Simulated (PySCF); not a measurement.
Species: C3H4F2O.
Cartesian coordinates in Å at the PBE0-D3(BJ)/def2-SVP level; atoms count from 1:
```
atom  x, y, z in Å
F1    -0.360   -1.438    1.632
C2     0.096   -0.212    1.226
C3     0.425   -0.277   -0.239
O4     0.780    0.968   -0.847
C5    -0.408    0.394   -1.229
F6    -1.519    1.036   -0.826
H7     1.004    0.043    1.800
H8    -0.672    0.553    1.415
H9     1.040   -1.138   -0.536
H10   -0.500    0.065   -2.272
```

The closed-shell ground state was solved at several levels (PySCF, density fitting, gas phase, non-relativistic).

```
            level  basis functions  total energy (Eh)  HOMO (eV)  LUMO (eV)  gap (eV)  dipole (D)
mPW1PW91/pcSseg-2              272          -391.6526      -8.89       0.68      9.57        1.28
     PBE0/cc-pVTZ              236          -391.3236      -8.73       1.38     10.11        1.21
     B3LYP/6-31G*               92          -391.5626      -8.17       1.87     10.04        1.09
      PBE0/STO-3G               34          -385.8634      -5.03       6.12     11.15        0.60
      B3LYP/pcJ-0               90          -390.7679      -8.46       1.72     10.18        1.36
      HF/pcSseg-2              272          -389.7674     -12.57       2.70     15.27        1.44
       PBE0/pcJ-1              202          -391.1817      -8.79       1.51     10.30        1.27
        PBE/pcJ-1              202          -391.1792      -7.10       0.40      7.50        1.16
    PBE0/pcSseg-2              272          -391.3412      -8.85       0.74      9.59        1.28
 wB97X-D/pcSseg-2              272          -391.6288     -10.77       2.44     13.21        1.29
```

(1) What might CAM-B3LYP/pcSseg-2 (272 basis functions) give for the same quantities?

(2) Over all these levels, which gives the widest orbital gap and which the narrowest?

(3) How much does the basis alone move the frontier levels among the 4 PBE0 rows?

(4) How far do the dipole and the HOMO energy spread over the levels?

Answers

(1) Total energy -391.6206 Eh, HOMO -10.36 eV, LUMO 1.35 eV, gap 11.71 eV, dipole 1.33 D.

(2) HF/pcSseg-2 (Hartree–Fock, all exact exchange) has the widest, 15.27 eV, and PBE/pcJ-1 (GGA) the narrowest, 7.50 eV. Functional and basis both differ between the two, so the spread mixes both effects. The HOMO need not be the same orbital at Hartree–Fock and at DFT levels.

(3) The HOMO by 3.82 eV and the LUMO by 5.38 eV. By rising basis size (HOMO, LUMO in eV): STO-3G -5.03, 6.12; pcJ-1 -8.79, 1.51; cc-pVTZ -8.73, 1.38; pcSseg-2 -8.85, 0.74.

(4) The dipole runs from 0.60 to 1.44 D (mean 1.21 D) and the HOMO from -12.57 to -5.03 eV.

One conformer stands for the species.

Note: wB97X-D ran without an empirical dispersion term, which enters the total energy and its gradient alone.
